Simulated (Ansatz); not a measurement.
Basis-set extrapolation for C₈H₁₈, SMILES `CCCCCC(C)C` (PBE0-D4/def2-TZVP geometry, frozen core, the Gaussian-basis code of Ansatz). Multiplicity 1, RHF reference.

|  | def2-TZVPP | def2-QZVPP |
| --- | --- | --- |
| HF | -313.548487 | -313.563359 |
| MP2 correlation | -1.419391 | -1.506409 |
| CCSD(T) correlation | -1.569399 | not run |

Energies in hartree. Use E(X) = E(∞) + A·exp(−7.88·√X) for Hartree–Fock and E(X) = E(∞) + B·X^(−2.97) for correlation, with X = 3 and 4, and add CCSD(T) minus MP2 of the smaller set to the MP2 limit.

Problem. What is the CCSD(T) energy at the basis-set limit?

Solution. HF limit: -313.563359 + (-0.014872) × 0.13774 = -313.56541. MP2 limit: -1.506409 + (-0.087018) × 0.74074 = -1.57087. Higher-order term: -1.569399 − (-1.419391) = -0.15001. Total: -315.28629 hartree, 442.1 kJ/mol below CCSD(T)/def2-TZVPP.
